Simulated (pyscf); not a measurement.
Structures and frequencies: ωB97X-D3(BJ)/def2-SVP in PySCF.

SMILES: [Cl][ZrH]([Cl])[Cl]
```xyz
5

Cl     0.7898     2.5596    -0.6100
Zr     0.2587     0.3126    -0.4070
Cl     0.7869    -0.5804     1.6652
Cl    -1.8893    -0.1995    -1.1102
H      1.3565    -0.5393    -1.5825
```

**Question.** What are the homolytic bond dissociation enthalpies (298 K) of Cl–ZrH(Cl)–Cl (SMILES [Cl][ZrH]([Cl])[Cl]) at ωB97M-D3(BJ)/def2-TZVP, weakest first?

**Answer.** H–Zr to [Cl–Zr(Cl)–Cl]• + H•: 2.97 eV; Cl–Zr to Cl• + [Cl–ZrH–Cl]•: 5.08 eV. Ring and multiple bonds, and those that leave no two simple radicals, are not listed. The radicals are drawn with the spin at the cut bond; how far it spreads was not checked. Left out: the spin-orbit lowering of Cl. Open-shell species with a d-block atom are single-reference here; other states, and whether the spin sits on metal or ligand, were not checked. Elements past Kr carry the def2 core potentials, without spin-orbit coupling.
